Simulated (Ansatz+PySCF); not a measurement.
The numbers below are computed, except where a source is named.
Several solutions for singlet C4H4O

```yaml
atoms:
  - { symbol: O, position_ang: [1.1498, 0.0000, 0.0000] }
  - { symbol: C, position_ang: [0.3528, 1.0865, 0.0000] }
  - { symbol: C, position_ang: [-0.9584, 0.7153, 0.0000] }
  - { symbol: C, position_ang: [-0.9584, -0.7153, 0.0000] }
  - { symbol: C, position_ang: [0.3528, -1.0865, 0.0000] }
  - { symbol: H, position_ang: [0.8548, 2.0507, 0.0000] }
  - { symbol: H, position_ang: [-1.8204, 1.3790, 0.0000] }
  - { symbol: H, position_ang: [-1.8204, -1.3790, 0.0000] }
  - { symbol: H, position_ang: [0.8548, -2.0507, 0.0000] }
```

Basis set: def2-SVP (spherical functions). Charge 0, multiplicity 1.

CASSCF(6,5) was run from several starts with Ansatz (development build ahead of 0.2.0) and PySCF 2.14.0. The starts are those of the Hartree–Fock orbitals from which the active space was taken at the frontier.

| run | program | start | converged | energy (hartree) | <S²> |
| --- | --- | --- | --- | --- | --- |
| A | Ansatz | search for the lowest state | yes | -228.50874 | 0.00 |
| B | Ansatz | atomic start, no search | yes | -228.50163 | 0.00 |
| C | Ansatz | stability test followed | yes | -228.50874 | 0.00 |
| D | PySCF | program defaults | yes | -228.50163 | 0.00 |

Q: Which runs reached the lowest solution of this kind, and what is wrong with the others?

A: A, C reached the lowest solution found. Converged but too high: B by 0.19 eV, D by 0.19 eV. Convergence only shows a stationary point; in CASSCF the end hangs on which orbitals enter the active space. Caution: other starts end on other solutions of this active space.
